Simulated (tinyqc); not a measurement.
Starting guesses with DIIS over 6 matrices: SCF starting guesses in the sto-3g basis, for H2O+, spin multiplicity 2. Computed by the program tinyqc with PySCF. UHF with one setting changed at a time; a run stops when the energy changes by less than 1e-09 hartree and the error matrix is below 1e-5. Starts: the lowest orbitals of the core Hamiltonian, of the Wolfsberg-Helmholz matrix (K = 1.75), projected atomic densities, random orbitals, and the highest orbitals of the core Hamiltonian (a deliberately bad start).

Geometry (angstrom):
```
atom,x,y,z
O,0.0000,0.0000,0.0000
H,0.0000,0.6840,0.6290
H,0.0000,-0.7460,0.6850
```

lowest solution found by these runs and by PySCF with stability checks = -74.648036 hartree

Largest element of the error matrix X^T (FDS - SDF) X:
```
iteration,core,Wolfsberg-Helmholz,atomic densities,random,highest core orbitals
1,3.2e-01,2.0e-01,6.9e-01,8.4e+00,2.2e-01
2,3.3e-02,5.9e-02,1.1e-01,2.4e-01,3.0e-01
3,7.2e-03,9.3e-03,1.4e-02,6.1e-02,2.7e-01
4,2.5e-03,3.2e-03,4.4e-03,5.7e-02,2.2e-01
5,1.2e-03,1.5e-03,1.7e-03,5.5e-02,5.5e-02
6,3.2e-04,5.2e-04,3.8e-04,4.2e-02,2.2e-02
8,1.8e-05,1.5e-05,1.9e-05,3.4e-02,1.1e-02
10,1.2e-06,6.3e-07,1.3e-06,4.4e-03,3.8e-04
14,-,-,-,1.1e-04,1.0e-05
```

How each run ends:
```
run,iterations,E (hartree),state
core,10,-74.648036,lowest found
Wolfsberg-Helmholz,10,-74.648036,lowest found
atomic densities,10,-74.648036,lowest found
random,18,-74.648036,lowest found
highest core orbitals,15,-74.390644,higher
```

What does the comparison show, and why?

4 of 5 runs reach the lowest solution found, in 10 to 18 iterations (fastest: core, Wolfsberg-Helmholz, atomic densities). Ending on a higher stationary point: highest core orbitals; a small error matrix cannot reveal that, and an occupation fixed by the start is kept by symmetry or by the shape of the basin. The first errors are 3e-01, 2e-01, 7e-01, 8e+00, 2e-01.
